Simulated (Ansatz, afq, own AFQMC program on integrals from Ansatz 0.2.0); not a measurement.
Where AFQMC and coupled cluster stand for CH₄GeN, doublet

```yaml
atoms:
  - { symbol: Ge, position_ang: [-0.9202, 0.0000, 0.0000] }
  - { symbol: H, position_ang: [-1.4316, 1.4466, 0.0000] }
  - { symbol: H, position_ang: [-1.4316, -0.7233, 1.2528] }
  - { symbol: H, position_ang: [-1.4316, -0.7233, -1.2528] }
  - { symbol: H, position_ang: [0.8808, 0.0000, 0.0000] }
  - { symbol: N, position_ang: [3.2369, 0.0000, 0.0000] }
  - { symbol: C, position_ang: [2.0768, 0.0000, 0.0000] }
```

Basis cc-pVDZ. Only valence electrons are correlated. Integrals, coupled cluster, full CI and functionals: Ansatz 0.2.0; the random walks run on the same integrals in our own AFQMC program. The CISD trial takes its coefficients from CCSD amplitudes. Released means that phaseless walkers are propagated on without the constraint, phases kept. ± is one standard error of the sampling. No spin–orbit coupling.

Determinant: UHF, the one that the program's search chose, which needn't be the lowest solution. The geometry is a point of a scan.

No full CI on the walks' own integrals is used here; CCSDT(Q) serves as the reference and is uncertain by about the last step of the cluster series.

Cautions: no relativity below Rb; no spin-orbit coupling; inner d shell frozen; unrestricted determinant spin contaminated (⟨S²⟩ 0.88 against 0.75).

* T1 diagnostic: 0.0325
* weight of the determinant in the CISD state: 0.803
* ⟨S²⟩ of the determinant: 0.880
* size of the correlated space: 17 electrons in 59 orbitals

Reference: CCSDT(Q), correlation energy -11.903 eV. The released energy is read at 1.50 1/Eh (meV from the phaseless value at times in 1/Eh: -14 ± 4 at 0.24, -19 ± 4 at 0.51, -16 ± 4 at 0.99, -20 ± 8 at 1.50).

```
         level  E − E(reference) (mEh)  share of correlation (%)
            HF                  437.43                      0.00
           MP2                   61.68                     85.90
          CCSD                   18.24                     95.83
       CCSD(T)                    2.87                     99.34
         CCSDT                    1.65                     99.62
 ph-AFQMC/CISD             0.71 ± 0.25                     99.84
released AFQMC            -0.01 ± 0.28                    100.00
```

A walk keeps the symmetry of its determinant, which the program's search chose and which needn't be the lowest solution, so a lower state of the same spin and another symmetry isn't excluded. Released energies are given only where the last usable release times agree within the noise; a slower fall can still hide under it.
